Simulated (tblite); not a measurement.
Compound: C₄H₁₂P₂.
Structure used (GFN2-xTB), in Å, numbered top down from 1:
```xyz
18
C4H12P2 angstrom
C      0.1542   -1.2382   -0.9008
C     -0.4157   -0.1317   -0.0177
C     -1.7578   -0.5730    0.5692
C     -0.5992    1.1477   -0.8331
P      0.7193    0.2690    1.4440
P      2.5223    0.8040    0.3832
H     -0.5134   -1.4191   -1.7426
H      1.1313   -0.9569   -1.2936
H      0.2592   -2.1671   -0.3421
H     -2.4622   -0.8000   -0.2296
H     -1.6341   -1.4637    1.1832
H     -2.1807    0.2138    1.1910
H     -0.9534    1.9608   -0.1995
H      0.3472    1.4472   -1.2869
H     -1.3258    0.9893   -1.6287
H      1.1385   -1.0529    1.6525
H      3.2734    0.8018    1.5571
H      2.2883    2.1755    0.4826
```

All values are computed: GFN2-xTB (tblite) harmonic vibrations without scaling, gas phase. Errors from tens to a few hundred cm⁻¹ against measured bands are possible. Modes of hydrogen on phosphorus can be 10 to 20 % off. One conformer, not necessarily the lowest.

Harmonic wavenumbers (cm⁻¹): 60.1, 151.5, 169.6, 204.3, 240.1, 254.2, 264.5, 283.9, 354.4, 383.8, 397.4, 516.5, 599.9, 637.6, 749.5, 821.1, 857.5, 874.8, 959.4, 961.4, 963.8, 1026.6, 1030.1, 1126.4, 1193.1, 1224.7, 1234.4, 1400.8, 1403.1, 1423.4, 1481.0, 1482.5, 1485.6, 1497.4, 1497.7, 1502.0, 2221.5, 2252.2, 2312.8, 2982.5, 3000.2, 3002.2, 3007.0, 3009.3, 3013.9, 3014.6, 3019.2, 3025.6.

A = 3476, B = 1478, C = 1367 MHz; mass 122.041 u (most abundant isotopes); point group C1, symmetry number 1.

Problem. Zero-point energy?

Solution. ½Σν̃ = 32288 cm⁻¹ = 386.25 kJ/mol.

Problem. What is S at 400 K and 1 bar for an ideal gas of classical rigid rotors and harmonic oscillators?

Solution. Translation 174.88, rotation 121.72, vibration 142.30: S = 438.9 J/(mol K).

Problem. And Cp and H(400 K) − H(0)?

Solution. Cp = 188.28 J/(mol K), of which vibrations give 155.02 (their classical limit is 48 R = 399.1); H(400 K) − H(0) = 44.65 kJ/mol without the zero-point energy, 31.34 from vibrations.

Problem. What must be added to the electronic energy to get the Gibbs energy at 400 K and 1 bar?

Solution. ZPE + [H(400 K) − H(0)] − T·S = 386.25 + 44.65 − 175.56 = 255.34 kJ/mol.

Problem. Which modes carry the vibrational entropy at 400 K?

Solution. 60.1 cm⁻¹: 21.07; 151.5 cm⁻¹: 13.46; 169.6 cm⁻¹: 12.55; 204.3 cm⁻¹: 11.06; 240.1 cm⁻¹: 9.79; 254.2 cm⁻¹: 9.34 J/(mol K); the other 42 give 65.03 together.

Problem. How do the functions run with temperature in this model?

Solution. 
```csv
T (K),S (J/(mol K)),Cp (J/(mol K)),H − H(0) (kJ/mol),G − H(0) (kJ/mol),ln q(vib)
150,306.3,94.8,8.96,-36.99,1.91
250,364.0,133.8,20.42,-70.58,4.16
298.15,389.1,151.9,27.29,-88.72,5.29
600,526.9,246.6,88.44,-227.69,12.35
900,639.0,305.9,171.99,-403.11,18.95
```

q(vib) and H(0) count from the zero-point level.

Problem. Blend soft modes into free rotors: weight 1/[1 + (100 cm⁻¹/ν̃)⁴] for the oscillator and the rest for a rotor with moment μB/(μ + B), μ = h/(8π²ν), B = 10⁻⁴⁴ kg m². What vibrational entropy results?

Solution. 136.67 J/(mol K) in place of 142.30, which changes −T·S at 400 K by +2.25 kJ/mol.

Hindered rotation and anharmonicity are outside this model. Other conformers, if any are populated, would add a mixing term that is left out. The structure is chiral; the term R ln 2 for an equal mix with its mirror image is left out.

Time: 0.61 s. Hardware: an Arm Neoverse V1 with one thread, on a shared host. The figure is for the frequency step alone.
